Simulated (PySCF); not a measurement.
**Question.** Write Cartesian coordinates for tetramethylsilane (`C[Si](C)(C)C`) as optimised with GFN2-xTB.

**Answer.** 
```xyz
17
C4H12Si angstrom
C     -0.4066   -1.2134   -1.4194
Si    -0.0012   -0.0007   -0.0018
C      0.0081    1.7855   -0.6754
C     -1.3198   -0.1549    1.3703
C      1.7161   -0.4155    0.7216
H     -1.3797   -1.0036   -1.8532
H     -0.4187   -2.2416   -1.0702
H      0.3270   -1.1480   -2.2173
H      0.2425    2.5019    0.1064
H     -0.9581    2.0579   -1.0892
H      0.7465    1.9077   -1.4621
H     -2.3121    0.0753    0.9941
H     -1.3509   -1.1605    1.7791
H     -1.1170    0.5258    2.1917
H      1.7463   -1.4264    1.1171
H      2.4931   -0.3368   -0.0328
H      1.9775    0.2592    1.5312
```

Any rigid rotation of these coordinates is as good. Atoms count from 1 in this order. All 4 C–Si bonds measure 1.909 Å. Si2 (four-coordinate silicon) is tetrahedral (angles from 109.4° to 109.6°).

Bonds between heavy atoms (Å): C1–Si2 1.909, Si2–C3 1.909, Si2–C4 1.909, Si2–C5 1.909.

The geometry is computed with GFN2-xTB (gas phase).

Point group: Td (every atom within 0.08 Å of its image). Stationary, but not proved a minimum.
